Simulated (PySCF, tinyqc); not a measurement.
Worked calculation: RKS/PBE in the sto-3g basis, for BH, spin multiplicity 1. The lowest restricted solution is unstable here: a spin-polarised one lies 0.0052 hartree lower (PySCF). Computed by tinyqc, a small Python program that keeps every step (integrals from PySCF). Settings: charge = 0, multiplicity = 1, basis = sto-3g, energy threshold = 1e-08, iteration cap = 83, orthogonalisation = symmetric, start = Wolfsberg-Helmholz matrix, DIIS depth = 4, DIIS from iteration = 3, method = RKS, functional = pbe,pbe, grid = [40, 86]. Command: `OMP_NUM_THREADS=1 python tinyqc.py 28471 28472 out.jsonl` (the two numbers bound the seeds that draw the settings). One thread of a shared host (Intel(R) Xeon(R) Processor @ 2.60GHz), about 0.4 s of CPU time with the checks. Later iterations appear only in the table of the cycle.

## One-electron integrals

Geometry (angstrom):
```
atom        x        y        z
B     0.00000  0.00000  0.00000
H     0.00000  0.00000  1.10000
```

Basis sto-3g: exponents (1/bohr^2) and contraction coefficients of normalised primitives:
```
element  l (shell)  exponent  coefficient
B            s (1)  48.79111      0.15433
B            s (1)   8.88736      0.53533
B            s (1)   2.40527      0.44463
B            s (2)   2.23696     -0.09997
B            s (2)   0.51982      0.39951
B            s (2)   0.16906      0.70012
B            p (3)   2.23696      0.15592
B            p (3)   0.51982      0.60768
B            p (3)   0.16906      0.39196
H            s (1)   3.42525      0.15433
H            s (1)   0.62391      0.53533
H            s (1)   0.16886      0.44463
```

Overlap, kinetic and nuclear-attraction integrals over the contracted functions; the nuclear repulsion is the sum of Za Zb / Rab.

nuclear repulsion = 2.4053510 hartree

overlap S:
```
          1B 1s    1B 2s   1B 2px   1B 2py   1B 2pz    2H 1s
1B 1s   1.00000  0.26933  0.00000  0.00000  0.00000  0.08169
1B 2s   0.26933  1.00000  0.00000  0.00000  0.00000  0.52319
1B 2px  0.00000  0.00000  1.00000  0.00000  0.00000  0.00000
1B 2py  0.00000  0.00000  0.00000  1.00000  0.00000  0.00000
1B 2pz  0.00000  0.00000  0.00000  0.00000  1.00000  0.51673
2H 1s   0.08169  0.52319  0.00000  0.00000  0.51673  1.00000
```

kinetic energy T (hartree):
```
           1B 1s     1B 2s   1B 2px   1B 2py   1B 2pz     2H 1s
1B 1s   10.82630  -0.04797  0.00000  0.00000  0.00000  -0.01177
1B 2s   -0.04797   0.35917  0.00000  0.00000  0.00000   0.11257
1B 2px   0.00000   0.00000  1.12388  0.00000  0.00000   0.00000
1B 2py   0.00000   0.00000  0.00000  1.12388  0.00000   0.00000
1B 2pz   0.00000   0.00000  0.00000  0.00000  1.12388   0.27753
2H 1s   -0.01177   0.11257  0.00000  0.00000  0.27753   0.76003
```

nuclear attraction V (hartree):
```
            1B 1s     1B 2s    1B 2px    1B 2py    1B 2pz     2H 1s
1B 1s   -23.62846  -3.26893   0.00000   0.00000  -0.02175  -1.00801
1B 2s    -3.26893  -4.22873   0.00000   0.00000  -0.17890  -2.05830
1B 2px    0.00000   0.00000  -4.15264   0.00000   0.00000   0.00000
1B 2py    0.00000   0.00000   0.00000  -4.15264   0.00000   0.00000
1B 2pz   -0.02175  -0.17890   0.00000   0.00000  -4.29071  -1.97184
2H 1s    -1.00801  -2.05830   0.00000   0.00000  -1.97184  -3.58210
```

core Hamiltonian H = T + V (hartree):
```
            1B 1s     1B 2s    1B 2px    1B 2py    1B 2pz     2H 1s
1B 1s   -12.80216  -3.31689   0.00000   0.00000  -0.02175  -1.01978
1B 2s    -3.31689  -3.86957   0.00000   0.00000  -0.17890  -1.94572
1B 2px    0.00000   0.00000  -3.02876   0.00000   0.00000   0.00000
1B 2py    0.00000   0.00000   0.00000  -3.02876   0.00000   0.00000
1B 2pz   -0.02175  -0.17890   0.00000   0.00000  -3.16683  -1.69431
2H 1s    -1.01978  -1.94572   0.00000   0.00000  -1.69431  -2.82207
```

## Two-electron integrals

Functions are numbered as in S; the eight-fold symmetry (ij|kl) = (ji|kl) = (kl|ij) leaves the list below.

Two-electron integrals (ij|kl) in chemists' order, unique and non-zero (hartree):
```
(11|11) 2.92351   (21|11) 0.51838   (21|21) 0.10926   (22|11) 0.74423
(22|21) 0.19318   (22|22) 0.54480   (31|31) 0.02026   (32|31) 0.03000
(32|32) 0.12035   (33|11) 0.74249   (33|21) 0.19324   (33|22) 0.54468
(33|33) 0.58677   (41|41) 0.02026   (42|41) 0.03000   (42|42) 0.12035
(43|43) 0.03163   (44|11) 0.74249   (44|21) 0.19324   (44|22) 0.54468
(44|33) 0.52351   (44|44) 0.58677   (51|51) 0.02026   (52|51) 0.03000
(52|52) 0.12035   (53|53) 0.03163   (54|54) 0.03163   (55|11) 0.74249
(55|21) 0.19324   (55|22) 0.54468   (55|33) 0.52351   (55|44) 0.52351
(55|55) 0.58677   (61|11) 0.15764   (61|21) 0.03306   (61|22) 0.05846
(61|33) 0.05817   (61|44) 0.05817   (61|51) 0.00245   (61|52) 0.00444
(61|55) 0.05907   (61|61) 0.01033   (62|11) 0.32566   (62|21) 0.08553
(62|22) 0.25918   (62|33) 0.25234   (62|44) 0.25234   (62|51) 0.00942
(62|52) 0.05349   (62|55) 0.27264   (62|61) 0.02751   (62|62) 0.15983
(63|31) 0.00927   (63|32) 0.04136   (63|53) 0.01046   (63|63) 0.01945
(64|41) 0.00927   (64|42) 0.04136   (64|54) 0.01046   (64|64) 0.01945
(65|11) 0.28536   (65|21) 0.07605   (65|22) 0.24321   (65|33) 0.23022
(65|44) 0.23022   (65|51) 0.01663   (65|52) 0.08790   (65|55) 0.26894
(65|61) 0.02587   (65|62) 0.17643   (65|65) 0.21023   (66|11) 0.47005
(66|21) 0.12582   (66|22) 0.42618   (66|33) 0.40069   (66|44) 0.40069
(66|51) 0.01854   (66|52) 0.13352   (66|55) 0.47675   (66|61) 0.04154
(66|62) 0.32079   (66|65) 0.38769   (66|66) 0.77461
```

## Orthogonalisation

S = U s U^T; symmetric (Loewdin) form X = U s^(-1/2) U^T, so that X^T S X = 1.

eigenvalues of S: 0.25564  0.79602  1.00000  1.00000  1.16228  1.78607

X:
```
           1B 1s     1B 2s   1B 2px   1B 2py    1B 2pz     2H 1s
1B 1s    1.03037  -0.15650  0.00000  0.00000  -0.01476   0.02793
1B 2s   -0.15650   1.21526  0.00000  0.00000   0.18030  -0.43067
1B 2px   0.00000   0.00000  1.00000  0.00000   0.00000   0.00000
1B 2py   0.00000   0.00000  0.00000  1.00000   0.00000   0.00000
1B 2pz  -0.01476   0.18030  0.00000  0.00000   1.17430  -0.41776
2H 1s    0.02793  -0.43067  0.00000  0.00000  -0.41776   1.35452
```

## Starting guess

The start is the generalised Wolfsberg-Helmholz matrix (K = 1.75) built on H; D = 2 C_occ C_occ^T.

D at the start:
```
           1B 1s     1B 2s    1B 2px    1B 2py    1B 2pz     2H 1s
1B 1s    1.99385  -0.01089   0.00000   0.00000  -0.13524  -0.20211
1B 2s   -0.01089   0.29574   0.00000   0.00000   0.33917   0.37723
1B 2px   0.00000   0.00000   1.48588  -0.87403   0.00000   0.00000
1B 2py   0.00000   0.00000  -0.87403   0.51412   0.00000   0.00000
1B 2pz  -0.13524   0.33917   0.00000   0.00000   0.39653   0.44422
2H 1s   -0.20211   0.37723   0.00000   0.00000   0.44422   0.49896
```

## Iteration 1: exchange-correlation on the grid

Becke grid with 40 radial and 86 angular points per atom, points of zero weight dropped. rho = sum D_ij phi_i phi_j; V_xc,ij = sum w v_xc phi_i phi_j plus the gradient terms; v_xc is d(rho eps)/d rho at fixed gradient.

The 8 grid points with the largest w rho, of 6850 (bohr, atomic units):
```
x                y        z        w      rho  |grad rho|^2    eps_xc      v_xc
-1.51279   0.61052  0.00000  0.09431  0.10438       0.03049  -0.40632  -0.51106
1.51279   -0.61052  0.00000  0.09431  0.10438       0.03049  -0.40632  -0.51106
-1.13273   1.13273  0.30843  0.09443  0.10416       0.03039  -0.40607  -0.51067
1.13273   -1.13273  0.30843  0.09443  0.10416       0.03039  -0.40607  -0.51067
-1.39074   0.60295  0.60295  0.08674  0.10923       0.03190  -0.41150  -0.51953
1.39074   -0.60295  0.60295  0.08674  0.10923       0.03190  -0.41150  -0.51953
-0.97527   0.97527  0.26555  0.06312  0.14737       0.04639  -0.44894  -0.57583
0.97527   -0.97527  0.26555  0.06312  0.14737       0.04639  -0.44894  -0.57583
```

electrons on the grid, sum of w rho = 5.99994

E_xc = sum of w rho eps_xc = -4.4270081 hartree

V_xc (hartree):
```
           1B 1s     1B 2s    1B 2px    1B 2py    1B 2pz     2H 1s
1B 1s   -1.87839  -0.28667   0.00000   0.00000  -0.00588  -0.08911
1B 2s   -0.28667  -0.43241   0.00000   0.00000  -0.07364  -0.24536
1B 2px   0.00000   0.00000  -0.45675   0.05069   0.00000   0.00000
1B 2py   0.00000   0.00000   0.05069  -0.39995   0.00000   0.00000
1B 2pz  -0.00588  -0.07364   0.00000   0.00000  -0.43110  -0.25896
2H 1s   -0.08911  -0.24536   0.00000   0.00000  -0.25896  -0.47697
```

## Iteration 1: building the Kohn-Sham matrix

J_ij = sum D_kl (ij|kl); F = H + J + V_xc; E = tr D H + tr D J / 2 + E_xc + E_nn.

Coulomb J (hartree):
```
          1B 1s    1B 2s    1B 2px    1B 2py   1B 2pz    2H 1s
1B 1s   8.48728  1.73293   0.00000   0.00000  0.04502  0.53328
1B 2s   1.73293  3.54677   0.00000   0.00000  0.25680  1.79690
1B 2px  0.00000  0.00000   3.55723  -0.05529  0.00000  0.00000
1B 2py  0.00000  0.00000  -0.05529   3.49576  0.00000  0.00000
1B 2pz  0.04502  0.25680   0.00000   0.00000  3.57562  1.76431
2H 1s   0.53328  1.79690   0.00000   0.00000  1.76431  3.09266
```

Kohn-Sham matrix F (hartree):
```
           1B 1s     1B 2s    1B 2px    1B 2py    1B 2pz     2H 1s
1B 1s   -6.19326  -1.87064   0.00000   0.00000   0.01739  -0.57561
1B 2s   -1.87064  -0.75520   0.00000   0.00000   0.00425  -0.39418
1B 2px   0.00000   0.00000   0.07172  -0.00460   0.00000   0.00000
1B 2py   0.00000   0.00000  -0.00460   0.06705   0.00000   0.00000
1B 2pz   0.01739   0.00425   0.00000   0.00000  -0.02231  -0.18895
2H 1s   -0.57561  -0.39418   0.00000   0.00000  -0.18895  -0.20637
```

total energy of this density = -24.5454086 hartree

## Iteration 1: diagonalisation and new density

Diagonalise F' = X^T F X, C = X C', fill 3 alpha and 3 beta electrons from the bottom; D = 2 C_occ C_occ^T. Each column has its largest component positive (the first on a tie).

F' = X^T F X (hartree):
```
          1         2         3         4         5         6
1  -6.02058  -1.02438   0.00000   0.00000  -0.00039  -0.11550
2  -1.02438  -0.22921   0.00000   0.00000   0.16690  -0.31962
3   0.00000   0.00000   0.07172  -0.00460   0.00000   0.00000
4   0.00000   0.00000  -0.00460   0.06705   0.00000   0.00000
5  -0.00039   0.16690   0.00000   0.00000   0.15615  -0.31668
6  -0.11550  -0.31962   0.00000   0.00000  -0.31668   0.14888
```

orbital energies (hartree): MO1 -6.20095, MO2 -0.27343, MO3 -0.09970, MO4 0.06422, MO5 0.07454, MO6 0.62932

coefficients C:
```
             MO1       MO2       MO3      MO4       MO5       MO6
1B 1s    0.98903  -0.24071   0.16734  0.00000   0.00000   0.15178
1B 2s    0.04109   0.64271  -0.66239  0.00000   0.00000  -0.93050
1B 2px   0.00000   0.00000   0.00000  0.52343   0.85207   0.00000
1B 2py   0.00000   0.00000   0.00000  0.85207  -0.52343   0.00000
1B 2pz   0.00155   0.09901   0.66589  0.00000   0.00000  -1.06443
2H 1s   -0.00893   0.49117   0.37566  0.00000   0.00000   1.34650
```

D after iteration 1:
```
           1B 1s     1B 2s   1B 2px   1B 2py    1B 2pz     2H 1s
1B 1s    2.12825  -0.44982  0.00000  0.00000   0.17825  -0.12839
1B 2s   -0.44982   1.70705  0.00000  0.00000  -0.75476   0.13296
1B 2px   0.00000   0.00000  0.00000  0.00000   0.00000   0.00000
1B 2py   0.00000   0.00000  0.00000  0.00000   0.00000   0.00000
1B 2pz   0.17825  -0.75476  0.00000  0.00000   0.90643   0.59753
2H 1s   -0.12839   0.13296  0.00000  0.00000   0.59753   0.76490
```

## Iteration 2: exchange-correlation on the grid

As before.

The 8 grid points with the largest w rho, of 6850 (bohr, atomic units):
```
x                y         z        w      rho  |grad rho|^2    eps_xc      v_xc
0.00000    0.00000  -1.63134  0.09225  0.11290       0.03758  -0.41635  -0.52333
0.00000    0.00000  -1.40457  0.06150  0.16193       0.05588  -0.46196  -0.59351
-0.61052   0.00000  -1.51279  0.09439  0.10356       0.03261  -0.40609  -0.50809
0.00000   -0.61052  -1.51279  0.09439  0.10356       0.03261  -0.40609  -0.50809
0.00000    0.61052  -1.51279  0.09439  0.10356       0.03261  -0.40609  -0.50809
0.61052    0.00000  -1.51279  0.09439  0.10356       0.03261  -0.40609  -0.50809
0.00000    0.00000  -1.88308  0.13625  0.07097       0.01938  -0.36624  -0.44267
0.00000   -0.52565  -1.30250  0.06292  0.14869       0.04954  -0.45039  -0.57687
```

electrons on the grid, sum of w rho = 5.99995

E_xc = sum of w rho eps_xc = -4.4317521 hartree

V_xc (hartree):
```
           1B 1s     1B 2s    1B 2px    1B 2py    1B 2pz     2H 1s
1B 1s   -1.88616  -0.28308   0.00000   0.00000   0.00391  -0.08691
1B 2s   -0.28308  -0.43860   0.00000   0.00000   0.00994  -0.23498
1B 2px   0.00000   0.00000  -0.40355   0.00000   0.00000   0.00000
1B 2py   0.00000   0.00000   0.00000  -0.40355   0.00000   0.00000
1B 2pz   0.00391   0.00994   0.00000   0.00000  -0.49733  -0.24558
2H 1s   -0.08691  -0.23498   0.00000   0.00000  -0.24558  -0.48685
```

## Iteration 2: building the Kohn-Sham matrix

As before.

Coulomb J (hartree):
```
           1B 1s    1B 2s   1B 2px   1B 2py    1B 2pz    2H 1s
1B 1s    8.44574  1.71123  0.00000  0.00000  -0.00212  0.52062
1B 2s    1.71123  3.50438  0.00000  0.00000   0.04929  1.71996
1B 2px   0.00000  0.00000  3.44446  0.00000   0.00000  0.00000
1B 2py   0.00000  0.00000  0.00000  3.44446   0.00000  0.00000
1B 2pz  -0.00212  0.04929  0.00000  0.00000   3.61142  1.65915
2H 1s    0.52062  1.71996  0.00000  0.00000   1.65915  2.98235
```

Kohn-Sham matrix F (hartree):
```
           1B 1s     1B 2s   1B 2px   1B 2py    1B 2pz     2H 1s
1B 1s   -6.24258  -1.88874  0.00000  0.00000  -0.01995  -0.58607
1B 2s   -1.88874  -0.80378  0.00000  0.00000  -0.11967  -0.46075
1B 2px   0.00000   0.00000  0.01215  0.00000   0.00000   0.00000
1B 2py   0.00000   0.00000  0.00000  0.01215   0.00000   0.00000
1B 2pz  -0.01995  -0.11967  0.00000  0.00000  -0.05274  -0.28074
2H 1s   -0.58607  -0.46075  0.00000  0.00000  -0.28074  -0.32657
```

total energy of this density = -24.8395642 hartree

## Iteration 2: diagonalisation and new density

As before.

F' = X^T F X (hartree):
```
          1         2        3        4         5         6
1  -6.06778  -1.03318  0.00000  0.00000  -0.02559  -0.10640
2  -1.03318  -0.28824  0.00000  0.00000   0.04654  -0.31200
3   0.00000   0.00000  0.01215  0.00000   0.00000   0.00000
4   0.00000   0.00000  0.00000  0.01215   0.00000   0.00000
5  -0.02559   0.04654  0.00000  0.00000   0.14048  -0.34951
6  -0.10640  -0.31200  0.00000  0.00000  -0.34951   0.05145
```

orbital energies (hartree): MO1 -6.25100, MO2 -0.40003, MO3 -0.04976, MO4 0.01215, MO5 0.01215, MO6 0.53670

coefficients C:
```
             MO1       MO2       MO3      MO4       MO5       MO6
1B 1s    0.98843  -0.20938  -0.22154  0.00000   0.00000   0.13135
1B 2s    0.04463   0.52679   0.85443  0.00000   0.00000  -0.84249
1B 2px   0.00000   0.00000   0.00000  0.00938   0.99996   0.00000
1B 2py   0.00000   0.00000   0.00000  0.99996  -0.00938   0.00000
1B 2pz   0.01065   0.27720  -0.54136  0.00000   0.00000  -1.10282
2H 1s   -0.01389   0.50524  -0.37728  0.00000   0.00000   1.34079
```

D after iteration 2:
```
           1B 1s     1B 2s   1B 2px   1B 2py    1B 2pz     2H 1s
1B 1s    2.13982  -0.51096  0.00000  0.00000   0.14484  -0.07187
1B 2s   -0.51096   2.01910  0.00000  0.00000  -0.63210  -0.11366
1B 2px   0.00000   0.00000  0.00000  0.00000   0.00000   0.00000
1B 2py   0.00000   0.00000  0.00000  0.00000   0.00000   0.00000
1B 2pz   0.14484  -0.63210  0.00000  0.00000   0.74004   0.68830
2H 1s   -0.07187  -0.11366  0.00000  0.00000   0.68830   0.79560
```

Within a degenerate level the vectors are fixed only up to a rotation; this is one choice.

## Iteration 7 (converged): orbitals

converged F (hartree):
```
           1B 1s     1B 2s   1B 2px   1B 2py    1B 2pz     2H 1s
1B 1s   -6.23744  -1.88793  0.00000  0.00000  -0.01645  -0.58535
1B 2s   -1.88793  -0.80513  0.00000  0.00000  -0.10727  -0.45616
1B 2px   0.00000   0.00000  0.01141  0.00000   0.00000   0.00000
1B 2py   0.00000   0.00000  0.00000  0.01141   0.00000   0.00000
1B 2pz  -0.01645  -0.10727  0.00000  0.00000  -0.05500  -0.27287
2H 1s   -0.58535  -0.45616  0.00000  0.00000  -0.27287  -0.31588
```

As before.

F' = X^T F X (hartree):
```
          1         2        3        4         5         6
1  -6.06266  -1.03251  0.00000  0.00000  -0.02331  -0.10721
2  -1.03251  -0.28920  0.00000  0.00000   0.05790  -0.31274
3   0.00000   0.00000  0.01141  0.00000   0.00000   0.00000
4   0.00000   0.00000  0.00000  0.01141   0.00000   0.00000
5  -0.02331   0.05790  0.00000  0.00000   0.13592  -0.34560
6  -0.10721  -0.31274  0.00000  0.00000  -0.34560   0.06058
```

orbital energies (hartree): MO1 -6.24585, MO2 -0.39016, MO3 -0.06021, MO4 0.01141, MO5 0.01141, MO6 0.54087

coefficients C:
```
             MO1       MO2       MO3      MO4       MO5       MO6
1B 1s    0.98841  -0.21222  -0.21746  0.00000   0.00000   0.13369
1B 2s    0.04456   0.53791   0.83690  0.00000   0.00000  -0.85300
1B 2px   0.00000   0.00000   0.00000  0.22313   0.97479   0.00000
1B 2py   0.00000   0.00000   0.00000  0.97479  -0.22313   0.00000
1B 2pz   0.00985   0.26833  -0.55817  0.00000   0.00000  -1.09662
2H 1s   -0.01352   0.50130  -0.36858  0.00000   0.00000   1.34469
```

D after iteration 7:
```
           1B 1s     1B 2s   1B 2px   1B 2py    1B 2pz     2H 1s
1B 1s    2.13858  -0.50421  0.00000  0.00000   0.14834  -0.07918
1B 2s   -0.50421   1.98347  0.00000  0.00000  -0.64470  -0.07883
1B 2px   0.00000   0.00000  0.00000  0.00000   0.00000   0.00000
1B 2py   0.00000   0.00000  0.00000  0.00000   0.00000   0.00000
1B 2pz   0.14834  -0.64470  0.00000  0.00000   0.76731   0.68023
2H 1s   -0.07918  -0.07883  0.00000  0.00000   0.68023   0.77468
```

Within a degenerate level the vectors are fixed only up to a rotation; this is one choice.

## Convergence

Stop when the energy changes by less than 1e-08 hartree and every element of the error matrix X^T (F D S - S D F) X is below 3e-05.

Course of the cycle:
```
iteration  E (hartree)     change  largest element of the error matrix
1          -24.5454086          -                             1.55e-01
2          -24.8395642  -2.94e-01                             9.56e-02
3          -24.8495308  -9.97e-03                             1.32e-02
4          -24.8497203  -1.90e-04                             7.60e-03
5          -24.8497529  -3.26e-05                             8.59e-04
6          -24.8497533  -3.77e-07                             1.60e-06
7          -24.8497533  -1.30e-12                             2.68e-09
```

PySCF RKS in the same basis, fine grid = -24.8498051 hartree

Converged in 7 iterations. The coarse grid moves the energy by +5.18e-05 hartree.

## Populations, bond orders and dipole

Mulliken: Z minus the diagonal of D S on the atom; Loewdin: the same with S^(1/2) D S^(1/2); Mayer order: 2 sum_s sum (D(s) S)_ij (D(s) S)_ji over the two atoms.

Charges (e):
```
atom  Mulliken   Loewdin
1B     0.07846   0.07183
2H    -0.07846  -0.07183
```

Mayer bond orders:
```
pair    order
2-1   0.99384
```

dipole moment about the origin, x y z (debye): 0.00000  0.00000  1.11657
